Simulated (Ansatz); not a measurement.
**ZrHCl2O, doublet: from triple and quadruple zeta to the limit**

```xyz
5

O    -0.2253    0.3921    1.3126
Zr    0.1273   -0.7523   -0.1513
Cl    2.2972   -1.6318   -0.4086
Cl   -1.6227   -1.2622   -1.6432
H    -0.4005    0.9663    2.0594
```

Connectivity, by distances: OH–Zr(–Cl)–Cl.

Ansatz 0.2.0, UHF determinant, valence electrons correlated, core potentials past Kr. Energies in eV.

```tsv
set	X	functions	Hartree–Fock	MP2 correlation	CCSD(T) correlation	time
def2-TZVPP	3	185	-28334.4971	-19.3326	-21.0505	7.5 s on 1 × NVIDIA H100 80GB HBM3 with 2 threads of AMD EPYC 7R13 Processor (Zen 3), on a shared host
def2-QZVPP	4	308	-28335.3768	-21.0786	-22.7989	19 s on 1 × NVIDIA H100 80GB HBM3 with 2 threads of AMD EPYC 7R13 Processor (Zen 3) (shared host)
```

Hartree–Fock is taken to follow E(X) = E∞ + A·exp(−7.88·√X), correlation E(X) = E∞ + B·X^−2.97.

Cautions: no spin-orbit coupling; outer-core shells of the metal frozen; the shape changed its bonds on relaxing.

**Question.** Work out the CCSD(T) energy at the limit, and how far the shortcut misses it that extrapolates MP2 and adds CCSD(T) minus MP2 from the smaller set.

**Answer.** Hartree–Fock: E∞ = E4 + 0.1377·(E4 − E3) = -28335.4980. Correlation: E∞ = E4 + 0.7407·(E4 − E3) = -24.0940 for CCSD(T) and -22.3720 for MP2. The limit is -28359.5920 eV, 1.416 eV below def2-QZVPP. The shortcut gives a correlation energy of -22.3720 + (-1.7180) = -24.0900, 4 meV higher than the direct value.

Past Ne part of the Hartree–Fock step between the two sets comes from the cores, which don't follow the formula, so the 121 meV that it adds to the total can overshoot; that part largely cancels in differences.

The exponents were fitted on light atoms, and def2 sets of heavy atoms don't grow evenly, so the limit is rough here.
